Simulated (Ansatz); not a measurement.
SiH2Me(SiH3) (CH8Si2). The state is a singlet with charge 0. Geometry PBE-D4/def2-SVP, basis def2-TZVP, Ansatz.

```tsv
run	HOMO (eV)	LUMO (eV)
A	-9.32	1.07
B	-6.91	-0.71
C	-10.68	2.95
D	-8.03	0.10
E	-7.17	-0.39
F	-10.07	1.70
```

Another isomer (singlet) lies 0.02 eV lower at CAM-B3LYP-D4/def2-TZVP; other spin states weren't run for this one.

**Question.** The runs used CAM-B3LYP, HF, PBE, PBE0, r2SCAN, ωB97M-V. Estimate which is which.

**Answer.** A CAM-B3LYP (range-separated); B PBE (0 % exact exchange); C HF (100 % exact exchange); D PBE0 (25 % exact exchange); E r2SCAN (0 % exact exchange); F ωB97M-V (range-separated). Exact exchange lowers occupied and raises empty levels; among semilocal functionals meta-GGAs tend to open the gap a little, and such runs are hard to tell apart. The gap grows from 6.20 eV (PBE) to 13.63 eV (HF).
